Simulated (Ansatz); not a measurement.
**GaS (P6₃/mmc, No. 194)**

All values below come from rVV10 in Ansatz (PAW).

Cell: relaxed at this level.

- interlayer binding energy: 19.4 meV/Å²
- layer repeat distance: 7.774 Å
- gap between the layers: 3.122 Å

Static lattice: no zero-point or thermal effects.

The result took around 4 core-minutes (rough).

Ansatz is a program for electronic structure.
